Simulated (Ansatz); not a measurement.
**C₄H₄O, singlet: CASSCF and its corrections**

Program: Ansatz, Gaussian basis, development build. Basis cc-pVDZ, nonrelativistic, 5 orbitals frozen in the corrections. State-specific CASSCF; RHF is the lowest restricted (open-shell) Hartree–Fock solution met. Letters tell apart solutions met in one space. Solutions may break the symmetry of the shape. The lowest solution met needn't be the lowest there is, nor hold the orbitals that a chemist would pick.

Geometry:

```tsv
atom	x (Å)	y (Å)	z (Å)
O	0.0000	0.0000	1.1633
C	0.0000	1.0947	0.3480
C	0.0000	-1.0947	0.3480
C	0.0000	0.7132	-0.9622
C	0.0000	-0.7132	-0.9622
H	0.0000	2.0494	0.8511
H	0.0000	-2.0494	0.8511
H	0.0000	1.3708	-1.8197
H	0.0000	-1.3708	-1.8197
```

CASSCF less RHF, in eV, and natural occupations:

```json
{"CAS": "(6,5) a", "CASSCF": "-1.525", "occupations": "1.99, 1.98, 1.97, 0.03, 0.03"}
{"CAS": "(6,5) b", "CASSCF": "-1.432", "occupations": "1.99, 1.95, 1.91, 0.09, 0.06"}
```

Task: What totals less RHF do the corrections give on each solution?

Result: 

```csv
CAS,SC-NEVPT2
"(6,5) a",-18.714
"(6,5) b",-19.388
```

Task: In CAS(6,5), is the solution lowest in CASSCF also lowest after SC-NEVPT2?

Result: No: (6,5) b is lowest after SC-NEVPT2, 0.67 eV under (6,5) a, which leads in CASSCF.

Task: Roughly how much CPU time does a whole run from the default start take (median of such runs, summed over threads; nearly all runs on one pinned thread of a shared server, mostly Xeon at 2.3 to 2.6 GHz, by a development driver)?

Result: CAS(6,5) a: about 13 s. Other jobs ran beside these, and the count of passes differs.
